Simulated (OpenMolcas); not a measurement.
# HBS (hydrogen boron sulfide) at KT3/6-31G

What is the vertical electron affinity of HBS (hydrogen boron sulfide) at KT3/6-31G? 

The calculation is run with OpenMolcas 26.06.

## (1) Starting point

HBS has 3 atoms, charge 0, and is taken as a singlet. As SMILES, `B=S`. The coordinates come from a GFN2-xTB relaxation.

Bond lengths: B1–S2 1.592 Å, B1–H3 1.144 Å. Angles: S2–B1–H3 179.9°.

## (2) A single-point energy at KT3/6-31G

Contents of job.inp:

```
* BHS Kohn-Sham DFT
&GATEWAY
BasLib
$CurrDir
Coord
3
angstrom
B       -0.041030      -0.016100       0.142540
S        0.395320       0.146510      -1.379660
H       -0.354300      -0.130410       1.237110
Basis
6-31G
Group
NoSym
&SEWARD
GridInput
Grid=SG1Grid
End of Grid
&SCF
KSDFT
KT3
PrOrbitals
0
```

The basis set 6-31G is read from a file made from the Basis Set Exchange's data (not shown).

The run is started by

```console
$ export MOLCAS_MEM=1860
$ pymolcas job.inp > job.log
```

Standard output:

```text
--- Start Module: gateway ---
[...]
--- Stop Module: gateway /rc=_RC_ALL_IS_WELL_ ---
--- Start Module: seward ---
[...]
      Basis functions           24
--- Stop Module: seward /rc=_RC_ALL_IS_WELL_ ---
--- Start Module: scf ---
[...]
       Convergence after  12 Iterations
[...]
::    Total KS-DFT energy                            -426.9111353043
[...]
      Total spin, S                                     0.0000000000
[...]
      Total electronic charge=   22.000000
      Total            charge=   -0.000000
[...]
      Dipole Moment (debye):
      Origin of the operator (angstrom)=    0.2689    0.0995   -0.9387
                   X= -4.4712E-01               Y= -1.6655E-01               Z=  1.5598E+00           Total=  1.6312E+00
      Quadrupole Moment (debye*angstrom):
[...]
--- Stop Module: scf /rc=_RC_ALL_IS_WELL_ ---
[...]
```

Run time: 1.9 s. Hardware: 1 thread of Arm Neoverse V2, shared host; peak memory 0.37 GiB.

## (3) The doublet anion, same level

Contents of job.input:

```
&gateway
baslib
$CurrDir
coord
3
angstrom
B       -0.041030      -0.016100       0.142540
S        0.395320       0.146510      -1.379660
H       -0.354300      -0.130410       1.237110
basis
6-31G
group
NoSym
&seward
gridinput
Grid=SG1Grid
End of Grid
&scf
uhf
charge
-1
spin
2
ksdft
KT3
prorbitals
0
```

The basis set 6-31G is read from a file made from the Basis Set Exchange's data (not shown).

The run is started by

```console
$ export MOLCAS_MEM=1860
$ pymolcas job.input > job.log
```

Standard output:

```text
--- Start Module: gateway ---
[...]
--- Stop Module: gateway /rc=_RC_ALL_IS_WELL_ ---
--- Start Module: seward ---
[...]
      Basis functions           24
--- Stop Module: seward /rc=_RC_ALL_IS_WELL_ ---
--- Start Module: scf ---
[...]
       Convergence after  21 Iterations
[...]
::    Total KS-DFT energy                            -426.8537339790
[...]
      Total spin, S                                     0.5024001899
[...]
      Total electronic charge=   23.000000
      Total            charge=   -1.000000
[...]
      Dipole Moment (debye):
      Origin of the operator (angstrom)=    0.2689    0.0995   -0.9387
                   X=  1.6854E-01               Y=  6.7819E-02               Z= -5.8440E-01           Total=  6.1199E-01
      Center of Charge (angstrom)
[...]
--- Stop Module: scf /rc=_RC_ALL_IS_WELL_ ---
[...]
```

Run time: 2.6 s. Hardware: 1 thread of Arm Neoverse V2, shared host; peak memory 0.37 GiB.

## (4) Outcome

At KT3/6-31G:

| quantity | value |
| --- | --- |
| singlet HBS: total energy | -426.91114 Eh |
| singlet HBS: dipole moment | 1.63 D |
| singlet HBS: HOMO energy | -7.58 eV |
| singlet HBS: LUMO energy | -1.79 eV |
| singlet HBS: HOMO–LUMO gap | 5.79 eV |
| doublet anion: total energy | -426.85373 Eh |
| doublet anion: HOMO energy (highest over α and β) | 4.97 eV |
| doublet anion: LUMO energy (lowest over α and β) | 5.21 eV |
| doublet anion: ⟨S²⟩ | 0.755 |
| vertical electron affinity (to the doublet anion) | -1.562 eV |

What this shows: The anion lies 1.56 eV (36 kcal/mol) above the neutral: the electron isn't bound at this level, and such a value depends on the basis. Without diffuse functions anions come out too high. Mulliken charges (singlet HBS) run from -0.07 on S2 to +0.06 on H3. Mulliken charges (doublet anion) run from -0.58 on S2 to -0.06 on H3; they depend strongly on the basis. The HOMO (doublet anion) lies at positive energy, 4.97 eV, as semi-local functionals often give for anions; only total energies tell whether the electron is bound.
